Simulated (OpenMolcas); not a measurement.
# One shape, several levels: ClF (SMILES FCl)

We compute a comparison of 6 runs (HF/3-21G, HF/cc-pVTZ, B3LYP/6-31G*, B3LYP/cc-pVTZ, BLYP/cc-pVTZ, TPSS/cc-pVTZ) of ClF. 

The calculation is run with OpenMolcas 26.06.

## (1) Starting point

The species is ClF (2 atoms), meant as a singlet with charge 0. As SMILES, `FCl`. The F1–Cl2 distance was set to 2.106 Å, away from the relaxed value.

Bond lengths: F1–Cl2 2.106 Å.

## (2) The energy at HF/3-21G (run 1)

Input file calc.input:

```
* ClF Hartree-Fock
>>> EXPORT MOLCAS_PRINT=2

&GATEWAY
 BasLib=$CurrDir
 BasisSet
 F.3-21G....
 F1 0.000000 0.000000 -0.454640 angstrom
 End of Basis
 BasisSet
 Cl.3-21G....
 Cl2 0.000000 0.000000 1.650960 angstrom
 End of Basis

&SEWARD

&SCF
 Thresholds=1e-10 1e-07 1e-07 1e-05
 PrOrbitals=0
```

The basis set 3-21G is read from a file made from the Basis Set Exchange's data (not shown).

The run is started by

```sh
$ export MOLCAS_MEM=1860
$ pymolcas calc.input > calc.log
```

What it wrote:

```text
--- Start Module: gateway ---
[...]
--- Stop Module: gateway /rc=_RC_ALL_IS_WELL_ ---
--- Start Module: seward ---
[...]
      Basis functions           22
--- Stop Module: seward /rc=_RC_ALL_IS_WELL_ ---
--- Start Module: scf ---
[...]
       Convergence after  11 Iterations
[...]
::    Total SCF energy                               -556.0494518198
[...]
      Total spin, S                                     0.0000000000
[...]
      Total electronic charge=   26.000000
      Total            charge=   -0.000000
[...]
      Dipole Moment (debye):
      Origin of the operator (angstrom)=    0.0000    0.0000    0.9097
                   X= -5.7156E-16               Y= -1.8548E-16               Z=  1.2793E+00           Total=  1.2793E+00
      Quadrupole Moment (debye*angstrom):
[...]
--- Stop Module: scf /rc=_RC_ALL_IS_WELL_ ---
[...]
```

It took 1.6 s on 1 thread of Arm Neoverse V1, shared host; peak memory 0.37 GiB.

## (3) The energy at HF/cc-pVTZ (run 2)

Input file mol.input:

```
&GATEWAY
  BasLib
  $CurrDir
  Coord
  2
  angstrom
  F        0.000000       0.000000      -0.454640
  Cl       0.000000       0.000000       1.650960
  Basis
  cc-pVTZ
  Group
  NoSym

&SEWARD

&SCF
  Thresholds
  1e-10 1e-07 1e-07 1e-05
  PrOrbitals
  1 1
```

The basis set cc-pVTZ is read from a file made from the Basis Set Exchange's data (not shown).

The run is started by

```sh
$ export MOLCAS_MEM=1860
$ pymolcas mol.input > mol.log
```

What it wrote:

```text
--- Start Module: gateway ---
[...]
--- Stop Module: gateway /rc=_RC_ALL_IS_WELL_ ---
--- Start Module: seward ---
[...]
      Basis functions           64
--- Stop Module: seward /rc=_RC_ALL_IS_WELL_ ---
--- Start Module: scf ---
[...]
       Convergence after  12 Iterations
[...]
::    Total SCF energy                               -558.8179210855
[...]
      Total spin, S                                     0.0000000000
[...]
      Total electronic charge=   26.000000
      Total            charge=   -0.000000
[...]
      Dipole Moment (debye):
      Origin of the operator (angstrom)=    0.0000    0.0000    0.9097
                   X=  1.4482E-15               Y= -3.5361E-16               Z=  2.3786E+00           Total=  2.3786E+00
      Quadrupole Moment (debye*angstrom):
[...]
--- Stop Module: scf /rc=_RC_ALL_IS_WELL_ ---
[...]
```

Run time: 2.4 s. Hardware: 1 thread of Arm Neoverse V1, shared host; peak memory 0.4 GiB.

Run 3 isn't shown in full; the table further down has it.

## (4) A single-point energy at B3LYP/cc-pVTZ (run 4)

Input file job.input:

```
* ClF Kohn-Sham DFT
&GATEWAY
BasLib=$CurrDir
Coord
2
angstrom
F        0.000000       0.000000      -0.454640
Cl       0.000000       0.000000       1.650960
Basis=cc-pVTZ
Group=NoSym
&SEWARD
GridInput
Grid=UltraFine
End of Grid
&SCF
KSDFT=B3LYP
Thresholds=1e-10 1e-07 1e-07 1e-05
PrOrbitals=1 1
```

The basis set cc-pVTZ is read from a file made from the Basis Set Exchange's data (not shown).

The run is started by

```sh
$ export MOLCAS_MEM=1860
$ pymolcas job.input > job.log
```

What it wrote:

```text
--- Start Module: gateway ---
[...]
--- Stop Module: gateway /rc=_RC_ALL_IS_WELL_ ---
--- Start Module: seward ---
[...]
      Basis functions           64
--- Stop Module: seward /rc=_RC_ALL_IS_WELL_ ---
--- Start Module: scf ---
[...]
       Convergence after  13 Iterations
[...]
::    Total KS-DFT energy                            -559.9796390894
[...]
      Total spin, S                                     0.0000000000
[...]
      Total electronic charge=   26.000000
      Total            charge=   -0.000000
[...]
      Dipole Moment (debye):
      Origin of the operator (angstrom)=    0.0000    0.0000    0.9097
                   X=  1.9330E-15               Y=  8.1768E-16               Z=  1.7778E+00           Total=  1.7778E+00
      Quadrupole Moment (debye*angstrom):
[...]
--- Stop Module: scf /rc=_RC_ALL_IS_WELL_ ---
[...]
```

Wall time 6.9 s (1 thread of Arm Neoverse V1, shared host); peak memory 0.4 GiB.

Run 5 isn't shown in full; the table further down has it.

## (5) The energy at TPSS/cc-pVTZ (run 6)

Input file run.inp:

```
&GATEWAY
BasLib = $CurrDir
Coord
2
angstrom
F        0.000000       0.000000      -0.454640
Cl       0.000000       0.000000       1.650960
Basis = cc-pVTZ
Group = NoSym
&SEWARD
GridInput
Grid=UltraFine
End of Grid
&SCF
KSDFT = 2
1.0 MGGA_X_TPSS
1.0 MGGA_C_TPSS
Thresholds = 1e-10 1e-07 1e-07 1e-05
PrOrbitals = 1 2
```

The basis set cc-pVTZ is read from a file made from the Basis Set Exchange's data (not shown).

The run is started by

```sh
$ export MOLCAS_MEM=1860
$ pymolcas run.inp > run.log
```

What it wrote:

```text
--- Start Module: gateway ---
[...]
--- Stop Module: gateway /rc=_RC_ALL_IS_WELL_ ---
--- Start Module: seward ---
[...]
      Basis functions           64
--- Stop Module: seward /rc=_RC_ALL_IS_WELL_ ---
--- Start Module: scf ---
[...]
       Convergence after  16 Iterations
[...]
::    Total KS-DFT energy                            -559.9990921198
[...]
      Total spin, S                                     0.0000000000
[...]
      Total electronic charge=   26.000000
      Total            charge=   -0.000000
[...]
      Dipole Moment (debye):
      Origin of the operator (angstrom)=    0.0000    0.0000    0.9097
                   X= -2.5517E-15               Y= -1.3212E-15               Z=  1.5858E+00           Total=  1.5858E+00
      Quadrupole Moment (debye*angstrom):
[...]
--- Stop Module: scf /rc=_RC_ALL_IS_WELL_ ---
[...]
```

It took 11 s on 1 thread of Arm Neoverse V1, shared host; peak memory 0.4 GiB.

## (6) The series

```csv
run,level,Cartesian functions,integration grid,energy (Eh),dipole moment (D),HOMO energy (eV),LUMO energy (eV),wall time
1,HF/3-21G,no,–,-556.049452,1.28,-14.13,-1.97,1.6 s
2,HF/cc-pVTZ,no,–,-558.817921,2.38,-14.55,-2.45,2.4 s
3,B3LYP/6-31G* (Cartesian functions),yes,UltraFine,-559.893864,1.45,-9.85,-6.66,4.2 s
4,B3LYP/cc-pVTZ,no,UltraFine,-559.979639,1.78,-10.13,-6.98,6.9 s
5,BLYP/cc-pVTZ,no,UltraFine,-559.975391,1.63,-8.55,-7.62,6.9 s
6,TPSS/cc-pVTZ,no,UltraFine,-559.999092,1.59,-8.85,-7.70,11 s
```

## (7) What came out

```
            quantity          value
 run 6: total energy  -559.99909 Eh
run 6: dipole moment         1.59 D
  run 6: HOMO energy       -8.85 eV
  run 6: LUMO energy       -7.70 eV
run 6: HOMO–LUMO gap        1.15 eV
```

What this shows: The dipole moment (its size) runs from 1.28 D (HF/3-21G) to 2.38 D (HF/cc-pVTZ). The HOMO–LUMO gap runs from 0.93 eV (BLYP/cc-pVTZ) to 12.16 eV (HF/3-21G). The two ends differ in method and basis. Totals of different functionals can't be ranked against each other. All runs together took 33 s, the longest 11 s.
